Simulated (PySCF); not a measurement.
Atom-mapped SMILES (the numbers label the heavy atoms): `[CH3:1][CH:2]1[CH2:3][CH2:4]1`. Each H is labelled by its parent atom. Ha(C3), Ha(C4) are cis to C1 on the ring; Hb(C3), Hb(C4) are trans to C1 on the ring.

Computational details: PBE0/pcSseg-1 with gauge-including orbitals, geometry: PBE0-D3(BJ)/def2-SVP, in PySCF 2.14.0 with density-fitted response routines (one computed conformer, rapidly exchanging positions averaged, no relativistic terms, isolated molecule).

Referencing at the same level of theory: $^{13}$C (184.41 ppm) and $^{1}$H (31.27 ppm) vs TMS.

| atoms | nucleus | count | δ (ppm) |
| --- | --- | --- | --- |
| C2 | $^{13}$C | 1 | ? |
| H(C2) | $^{1}$H | 1 | 0.51 |
| Ha(C3)/Ha(C4) | $^{1}$H | 2 | -0.06 |
| Hb(C3)/Hb(C4) | $^{1}$H | 2 | 0.43 |
| H(C1) | $^{1}$H | 3 | 1.02 |
| C3/C4 | $^{13}$C | 2 | ? |
| C1 | $^{13}$C | 1 | 21.3 |

**Question.** Estimate the values marked ?.

**Answer.** 
- C3/C4: 7.2 ppm, three-membered-ring carbon; carbons of three-membered rings are unusually shielded
- C2: 6.6 ppm, three-membered-ring carbon; carbons of three-membered rings are unusually shielded

Shifts are as computed. Against solution values, carbons near 30 ppm lie about +2 ppm off and those near 130 ppm about +5 ppm. Of 1211 compounds with measured shifts, 218 miss one by over three times the rms of a fit or turn the order of signals round; such compounds aren't used in these exercises.
